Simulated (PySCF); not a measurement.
Which level of theory gave which numbers?

Species: C₅H₁₀S.
SMILES: `C1C(C1)CCS`

The closed-shell ground state was solved 7 times with PySCF (density fitting, gas phase), always in the pcSseg-1 basis (159 functions), with these functionals: B97-2, CAM-B3LYP, HF, LC-wPBE, PBE, mPW1PW91 and wB97X-D. Geometry: PBE0-D3(BJ)/def2-SVP, one conformer, isolated molecule.

```json
{"row": "P", "total energy (Eh)": "-594.2247", "HOMO (eV)": "-5.43", "LUMO (eV)": "-0.12", "dipole (D)": "1.74"}
{"row": "Q", "total energy (Eh)": "-594.6472", "HOMO (eV)": "-6.73", "LUMO (eV)": "0.81", "dipole (D)": "1.81"}
{"row": "R", "total energy (Eh)": "-592.5947", "HOMO (eV)": "-9.58", "LUMO (eV)": "3.94", "dipole (D)": "1.90"}
{"row": "S", "total energy (Eh)": "-594.4403", "HOMO (eV)": "-9.48", "LUMO (eV)": "3.07", "dipole (D)": "1.86"}
{"row": "T", "total energy (Eh)": "-594.6291", "HOMO (eV)": "-6.45", "LUMO (eV)": "0.79", "dipole (D)": "1.80"}
{"row": "U", "total energy (Eh)": "-594.5608", "HOMO (eV)": "-8.04", "LUMO (eV)": "1.80", "dipole (D)": "1.76"}
{"row": "V", "total energy (Eh)": "-594.6027", "HOMO (eV)": "-8.61", "LUMO (eV)": "2.59", "dipole (D)": "1.85"}
```

Which functional belongs to which row?

P = PBE, Q = mPW1PW91, R = HF, S = LC-wPBE, T = B97-2, U = CAM-B3LYP, V = wB97X-D. By rising HOMO–LUMO gap: PBE (GGA) 5.31 eV; B97-2 (global hybrid, 21 % exact exchange) 7.24 eV; mPW1PW91 (global hybrid, 25 % exact exchange) 7.54 eV; CAM-B3LYP (range-separated hybrid) 9.84 eV; wB97X-D (range-separated hybrid) 11.20 eV; LC-wPBE (range-separated hybrid) 12.55 eV; HF (all exact exchange) 13.52 eV. Total energies of different functionals aren't bounds to one another; each is stationary for its own functional.

The values belong to the conformer `[SH:1][CH2:2][CH2:3][CH:4]1[CH2:5][CH2:6]1`: S1–C2–C3–C4 67°, C2–C3–C4–C5 -161°, H–S1–C2–C3 -65°.

Note: wB97X-D ran without an empirical dispersion term, which enters the total energy and its gradient alone.
